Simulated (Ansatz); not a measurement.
# Heating and cooling a random packing of ZrCo$_{2}$P$_{17}$

A packing of 20 atoms, thrown in at random and pushed apart as soft spheres with like charges further apart (2 Co, 17 P, 1 Zr) went through Langevin stages in a fixed cell of 13.34 Å³/atom, at one k point, without spin and with a Fermi–Dirac width of kT (0.05 eV at least). These are results of DFT PBE, scalar-relativistic, plane waves, PAW (Ansatz 0.2.0), not measurements.

```
thermostat (K) duration (fs) friction (1/fs) cutoff (eV) mean T (K) mean P (GPa) mean square displacement (Å²)
          1470             72            0.030          320        1905          26.9                           0.25
          1470            750            0.030          420        1668          23.2                           1.27
          1060            669            0.030          420        1033          22.0                           0.31
           590            690            0.030          420         606          21.3                           0.18
           300            750            0.030          420         323          19.6                           0.07
```

Means run over the second half of a stage; pressure includes the kinetic part; displacements count from the stage's start, the atoms' common shift taken off. In so short a run the atoms moved about a bond length or less in the hot stages, so this is an annealed packing, not a quenched equilibrium liquid.

Cell and atoms were then relaxed on coarser meshes and computed once more: Settings: cutoff 420 eV, Γ-centred mesh 5×5×5 on the computed 20-atom cell, Gaussian smearing of 0.10 eV; no spin polarisation.

Question: What structure is left?

Answer: One draw of many: 16.37 Å³/atom with no gap on the mesh, 0.07 eV/atom below the elements' standard states (static lattices, no corrections for gases) (a random packing after short dynamics, relaxed).

Counting as bonded all pairs within 1.2 times the summed covalent radii:

```csv
atom → neighbour,mean count,mean length (Å),spread (Å)
Co → P,5.50,2.27,0.06
Co → Zr,0.50,3.25,0.00
P → Co,0.65,2.27,0.06
P → P,2.47,2.25,0.06
P → Zr,0.59,2.87,0.15
Zr → Co,1.00,3.25,0.00
Zr → P,10.00,2.87,0.15
```

Angles between all pairs of such bonds at an atom (mean ± spread): 103 ± 28° at Co, 106 ± 20° at P, 96 ± 34° at Zr.

```xyz
20
Lattice="6.5342 0.1182 -0.0964 0.1312 7.0026 0.0866 -0.0879 0.0841 7.1582" Properties=species:S:1:pos:R:3 pbc="T T T"
P     0.9856    6.4450    7.0381
P     2.9823    0.1026    0.5622
P     3.5287    4.8998    5.4635
P     1.0517    6.0570    3.7475
P     4.4538    6.1060    3.7518
P     5.5329    1.2788    1.8723
P     4.3516    2.5561    3.1899
P     2.7830    5.6659    2.3939
P     4.7148    6.1470    6.8515
P     3.5234    1.9038    6.2195
P     1.1739    2.5258    1.6685
P     3.2011    3.6133    1.6781
P     2.9094    1.2696    4.2220
P     0.1277    1.2505    5.7536
P     0.1069    3.4379    4.2937
P     6.0587    4.9000    2.5004
P     1.5084    2.7932    6.5580
Co    1.3011    4.7633    5.5744
Co    0.8110    1.3410    3.5789
Zr    5.4689    3.5132    0.0239
```

The final mesh leaves forces up to 0.34 eV/Å and stresses up to 0.8 GPa: the relaxation ran on a coarser mesh, so the cell's shape, its bonds and its energy belong partly to that mesh.

Spin polarisation was left out, and a magnetic state may lie lower.

Cost: 6 runs of about 41 core-minutes in all (earlier runs that led there not counted), on Intel Xeon Platinum 8259CL (Skylake/Cascade Lake) (shared hosts).